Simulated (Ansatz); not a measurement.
# Silanol (SiH4O): ionisation energy by level of theory

The task here is to estimate one member of a computed series from the others.

The runs use Ansatz 0.2.0, Gaussian basis; unrestricted cation, the program's frozen cores in correlated methods.

Levels to be run: UKS PBE-D4/def2-TZVPP; UKS r2SCAN-D4/def2-TZVPP; UKS PBE0-D4/def2-TZVPP; UKS B3LYP-D4/def2-TZVPP; UKS wB97X-V/def2-TZVPP; UKS wB97M-V/def2-TZVPP; UKS B2PLYP/def2-TZVPP; UHF-CCSD(T)/def2-TZVPP; UHF-MP2/def2-QZVPP; extrapolation to the limit; then −ε(HOMO) from the neutral's earlier runs with LDA (SPW92), PBE-D4, revPBE-D4, BLYP-D4, r2SCAN-D4, B97M-V, PBE0-D4, B3LYP-D4, r2SCANh-D4, r2SCAN0-D4, HSE06-D4, BHLYP-D4, CAM-B3LYP-D4, LC-ωPBE, ωB97X-V, ωB97M-V.

1 further run of the same task is left out (it didn't finish).

## The relaxed structure

The geometry comes from an earlier relaxation with PBE0-D4 in a triple-zeta def2 set; it is a stationary point.

SMILES `O[SiH3]`, 6 atoms, charge 0, spin multiplicity 1.

Atoms are counted from 1 here; the program's logs count them from 0.

Bond lengths: O1–Si2 1.648 Å, O1–H3 0.958 Å, Si2–H4 1.489 Å, Si2–H5 1.481 Å, Si2–H6 1.489 Å. Angles: Si2–O1–H3 117.9°, O1–Si2–H4 111.7°, O1–Si2–H5 105.9°, O1–Si2–H6 111.7°, H4–Si2–H5 109.9°, H4–Si2–H6 107.9°, H5–Si2–H6 109.9°.

The first run:

File in.yaml:

```yaml
crystal:
  periodic: [false, false, false]
  atoms:
    - {symbol: O, position_ang: [0.636713, -1.030299, 0.418986]}
    - {symbol: Si, position_ang: [-0.035725, 0.346543, -0.187021]}
    - {symbol: H, position_ang: [0.069058, -1.629237, 0.904721]}
    - {symbol: H, position_ang: [-1.128311, 0.045684, -1.152772]}
    - {symbol: H, position_ang: [1.060521, 1.064945, -0.875574]}
    - {symbol: H, position_ang: [-0.602256, 1.202354, 0.891669]}
basis:
  gaussian: {orbitals: def2-TZVPP}
total_charge: 1
magnetization: {spin_polarized: true, initial_magnetization: 1}
hamiltonian: {xc: pbe, dispersion: d4}
```

Among the steps run: Cation, UKS PBE-D4/def2-TZVPP; Cation, UKS r2SCAN-D4/def2-TZVPP; Cation, UKS PBE0-D4/def2-TZVPP; Cation, UKS B3LYP-D4/def2-TZVPP; Cation, UKS wB97X-V/def2-TZVPP; Cation, UKS wB97M-V/def2-TZVPP; Cation, UKS B2PLYP (frozen core)/def2-TZVPP; Cation, UHF-CCSD(T)/def2-TZVPP; Cation, UHF-MP2/def2-QZVPP.

One table of the session follows, with a row left open; its other results are not shown here.

It belongs to the step «Ionisation energies side by side». Orbital estimates, from the neutral's runs:

```
  functional  −ε(HOMO) (eV)
 LDA (SPW92)           7.29
      PBE-D4           7.21
   revPBE-D4           7.18
     BLYP-D4           7.14
   r2SCAN-D4           7.58
      B97M-V           7.70
     PBE0-D4           8.73
    B3LYP-D4              ?
  r2SCANh-D4           8.14
  r2SCAN0-D4           8.98
    HSE06-D4           8.33
    BHLYP-D4          10.19
CAM-B3LYP-D4          10.19
     LC-ωPBE          11.55
     ωB97X-V          11.21
     ωB97M-V          11.07
```

**Question.** Estimate the row for B3LYP-D4.

Worked estimate for «−ε(HOMO) (eV)». Against the share of exact exchange, BLYP-D4 (0, 7.14), BHLYP-D4 (0.5, 10.19) give a slope of 6.10 per unit share; at 0.2 the line stands at 8.36.

The run gave: −ε(HOMO) (eV): 8.52. In «−ε(HOMO) (eV)» the line misses by -0.16.
